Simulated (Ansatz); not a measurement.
Reaction (hydrogenolysis of a C–O bond): `COC=C(O)O` + H₂ → `CO/C=C/O` + H₂O

Isolated molecules relaxed with PBE0-D4/def2-TZVP in Ansatz; ΔE leaves out vibrations. CCSD(T)/CBS adds triple-zeta CCSD(T) − MP2 to the extrapolated MP2 energy (def2 sets, frozen cores). This one scheme is used for every species. Functionals use def2-TZVPP. B3LYP here is the variant with VWN-RPA as its local correlation; programs differ in this. One conformer a species, not always the lowest.

Q: Is it downhill or uphill in electronic energy at CCSD(T)/CBS, and by how much? (Best estimate.)

A: The calculation gave: Downhill: ΔE = -60.9 kJ/mol.

Q: What do these levels give: r2SCAN-D4, PBE0-D4, B3LYP-D4, ωB97X-V, B2PLYP, B3LYP, HF/def2-TZVPP, CCSD/def2-TZVPP, CCSD(T)/def2-TZVPP, MP2/def2-QZVPP, SCS-MP2/def2-QZVPP, MP2/CBS(def2)? (Best estimate.)

A: The calculation gave: r2SCAN-D4 -43.9, PBE0-D4 -49.3, B3LYP-D4 -50.4, ωB97X-V -47.3, B2PLYP -55.4, B3LYP -54.8, HF/def2-TZVPP -60.4, CCSD/def2-TZVPP -59.6, CCSD(T)/def2-TZVPP -56.4, MP2/def2-QZVPP -58.9, SCS-MP2/def2-QZVPP -60.3, MP2/CBS(def2) -60.5 kJ/mol.

Largest T1 diagnostic among the species: 0.012.

From PBE to PBE0 (25 % exact exchange), in def2-TZVPP and without D4, ΔE moves by −3.1 kJ/mol. In def2-TZVPP, CCSD(T) changes the Hartree–Fock value by +3.9 kJ/mol (the triples alone add +3.2 kJ/mol) and MP2 by +4.4 kJ/mol.
